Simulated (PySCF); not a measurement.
hydrogen cyanide (CHN), SMILES C#N.

Geometry: ωB97X-D3(BJ)/def2-TZVPD.

Two levels are set side by side: PBE/def2-TZVPD (PySCF) and ωB97X/def2-TZVPD (PySCF). Same geometry, gas phase. Differences are taken from unrounded values.

| quantity | ωB97X |
|---|---|
| orbital gap (eV) | 14.99 |
| highest occupied level (eV) | -12.99 |
| lowest empty level (eV) | 2.00 |
| dipole moment (D) | 3.09 |
| mean polarisability (bohr³) | 16.9 |

Task: What does PBE give, and how far is it from ωB97X? (The exact figures need the calculation; the answer reports its results.)

Result: 
| quantity | PBE | PBE minus ωB97X |
|---|---|---|
| orbital gap (eV) | 8.09 | -6.90 |
| highest occupied level (eV) | -9.06 | 3.93 |
| lowest empty level (eV) | -0.97 | -2.97 |
| dipole moment (D) | 2.95 | -0.14 |
| mean polarisability (bohr³) | 17.3 | 0.3 |

Without exact exchange PBE keeps part of each electron's self-repulsion, which lifts occupied levels and narrows the gap. Differences between two approximate levels are no errors against the true value.

Rough cost on one machine, each run with all the roots and properties that it gave: ωB97X against PBE within a factor of 2.
